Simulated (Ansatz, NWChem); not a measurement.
AlSiNH8 (SMILES [AlH3-][NH2+][SiH3]): the electronic atomisation energy, rung by rung

AlSiNH8: 11 atoms, total charge 0, spin state singlet. SMILES: `[AlH3-][NH2+][SiH3]`. Geometry: relaxed at PBE0-D4/def2-TZVP.

```tsv
atom	x (Å)	y (Å)	z (Å)
Al	-0.9001	1.2111	-0.7408
N	-0.0283	0.1435	0.8027
Si	0.8762	-1.2487	0.1286
H	-0.7211	0.0919	-1.8824
H	0.0938	2.4653	-0.8067
H	-2.3772	1.4353	-0.1651
H	0.5667	0.7865	1.3167
H	-0.7685	-0.1448	1.4359
H	1.6515	-1.8829	1.2283
H	1.7948	-0.7168	-0.8967
H	-0.1225	-2.1974	-0.4001
```

Each level gives the electronic atomisation energy (eV). The values are calculated. Electronic energies at fixed atoms, without zero-point motion or spin-orbit coupling.

```json
{"level": "HF/def2-SVP", "kind": "Hartree–Fock", "program": "Ansatz", "value (eV)": "24.34", "less CCSD(T)/def2-SVP": "-6.51"}
{"level": "SVWN5/def2-SVP", "kind": "LDA", "program": "Ansatz", "value (eV)": "36.01", "less CCSD(T)/def2-SVP": "+5.16"}
{"level": "revPBE/def2-SVP", "kind": "GGA", "program": "Ansatz", "value (eV)": "31.26", "less CCSD(T)/def2-SVP": "+0.41"}
{"level": "r2SCAN/def2-SVP", "kind": "meta-GGA", "program": "Ansatz", "value (eV)": "32.46", "less CCSD(T)/def2-SVP": "+1.61"}
{"level": "r2SCAN0/def2-SVP", "kind": "hybrid meta-GGA", "program": "Ansatz", "value (eV)": "32.23", "less CCSD(T)/def2-SVP": "+1.38"}
{"level": "wB97M-V/def2-SVP", "kind": "range-separated hybrid", "program": "Ansatz", "value (eV)": "33.15", "less CCSD(T)/def2-SVP": "+2.30"}
{"level": "wB97X/def2-SVP", "kind": "range-separated hybrid", "program": "Ansatz", "value (eV)": "32.68", "less CCSD(T)/def2-SVP": "+1.83"}
{"level": "RPA@PBE/def2-SVP", "kind": "RPA", "program": "Ansatz", "value (eV)": "30.51", "less CCSD(T)/def2-SVP": "-0.34"}
{"level": "CCSD(T)/def2-SVP", "kind": "coupled cluster or CI", "program": "NWChem", "value (eV)": "30.85", "less CCSD(T)/def2-SVP": "0.00"}
{"level": "CCSD/def2-SVP", "kind": "coupled cluster or CI", "program": "Ansatz", "value (eV)": "30.66", "less CCSD(T)/def2-SVP": "-0.19"}
```

Differences are taken from CCSD(T)/def2-SVP for orientation; it has basis-set and higher-order errors of its own. Correlated wave functions underbind in double-zeta sets. The values span 24.34 to 36.01 eV.
